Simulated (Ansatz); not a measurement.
# Match the barriers

Saddle point of C2H8Si, closed shell (C₂H₈Si (C[SiH2]C) → CH₄Si ([CH3][SiH]) + CH₄; bonds formed: C2–H3; bonds broken: Si1–C2, Si1–H3), PBE0-D4/def2-TZVP structure:

```
11
angstrom
Si -1.1546 0.2093 -0.2434
C 0.4237 -1.3803 -0.2096
H -0.6021 -0.8637 -1.1676
H -1.6955 -0.4149 0.9985
C 0.0609 1.5847 0.1942
H -0.0013 -2.3662 -0.0349
H 1.1420 -1.4025 -1.0290
H 0.9076 -0.9995 0.6881
H 0.7744 1.7176 -0.6230
H -0.4718 2.5312 0.3130
H 0.6166 1.3842 1.1138
```

Computed with Ansatz 0.2.0 (basis: def2-TZVPP, with def2-QZVPP for the basis limit); correlated methods freeze the cores. Extrapolation: Hartree–Fock as exp(−7.88 √X), correlation as X^−2.97. Four methods, as single points on the PBE0-D4 structures, gave these electronic barriers from the start structure: 2.791, 3.103, 3.327, 4.027 eV.

**Question.** The methods were, in alphabetical order, HF, MP2, r2SCAN-D4, SPW92. Which gave which? (Judge from chemistry; the calculation decides.)

**Answer.** Computed: SPW92 2.791; r2SCAN-D4 3.103; MP2 3.327; HF 4.027 eV. For comparison, CCSD(T) at an estimated basis limit (MP2 extrapolated from triple and quadruple zeta, plus CCSD(T) − MP2 in triple zeta) gives 3.274 eV.

The T1 diagnostic stays at or below 0.014. The restricted Hartree–Fock reference is unstable towards an unrestricted one at one or more of these structures.

Losses and insertions of silylenes and their heavier kin drive the gas-phase chemistry of silicon and germanium vapour deposition.

Labels in which every atom is bracketed show which atoms are joined, not bond orders.

For scale, one of the runs: CCSD(T)/def2-TZVPP, 216 basis functions, launched by `ansatz run in.yaml --threads 2 --pin off --events-out ev --progress --plain --max-ram 4352MiB`. The run took 64 s on 2 CPU threads of an Arm Neoverse V2 (shared host), with 3.1 GiB of host memory at its peak.
